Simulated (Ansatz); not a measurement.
Species, as SMILES: [O]F (O-F), doublet.
Atoms: O1, F2. Bonds: O1-F2.

How fast the highest harmonic wavenumber converges with the basis for several methods (Ansatz, a quantum-chemistry and plane-wave program): deviation from each method's own reference, in cm⁻¹. References: B3LYP 1115 cm⁻¹, the value in aug-pcseg-3; CCSD(T) 1088 cm⁻¹, the value in def2-QZVPP; HF 1216 cm⁻¹, the value in aug-pcseg-3; MP2 1362 cm⁻¹, the value in aug-cc-pVQZ; PBE 1087 cm⁻¹, the value in aug-pcseg-3. Cartesian d functions, on some or all atoms, in 6-31G*; all else is spherical. In correlated methods cores are frozen. Open shells are unrestricted. No added dispersion term, no relativity. Each level at its own minimum, unscaled; the references are large sets that could be run, not limits.

| basis | functions | B3LYP | CCSD(T) | HF | MP2 | PBE |
|---|---|---|---|---|---|---|
| def2-SVP | 28 | 11 | -52 | -28 | -14 | 10 |
| 6-31G* | 30 | 21 | -26 | -41 | 182 | 24 |
| 6-311G** | 36 | -13 | -37 | -20 | 41 | -17 |
| aug-cc-pVDZ | 46 | -11 | -61 | -42 | 102 | -11 |
| cc-pVTZ | 60 | 4 | 2 | -6 | 23 | 5 |
| pcseg-2 | 60 | -2 | -7 | -6 | 22 | -2 |
| def2-TZVPP | 62 | 1 | -4 | -5 | 20 | 1 |
| 6-311++G(3df,3pd) | 78 | 6 | -1 | 10 | -15 | 5 |
| jun-cc-pV(T+d)Z | 78 | 1 | -2 | -1 | 23 | 2 |
| cc-pCVTZ | 86 | 7 | 4 | -2 | 19 | 9 |
| aug-cc-pVTZ | 92 | 0 | -5 | -4 | 30 | 1 |
| def2-QZVPP | 114 | -2 | 0 | -2 | 1 | -3 |

Mean absolute deviation over 6-311G**, cc-pVTZ, pcseg-2, def2-TZVPP, 6-311++G(3df,3pd), jun-cc-pV(T+d)Z, cc-pCVTZ, aug-cc-pVTZ: B3LYP 4, PBE 5, HF 7, CCSD(T) 8, MP2 24 cm⁻¹.
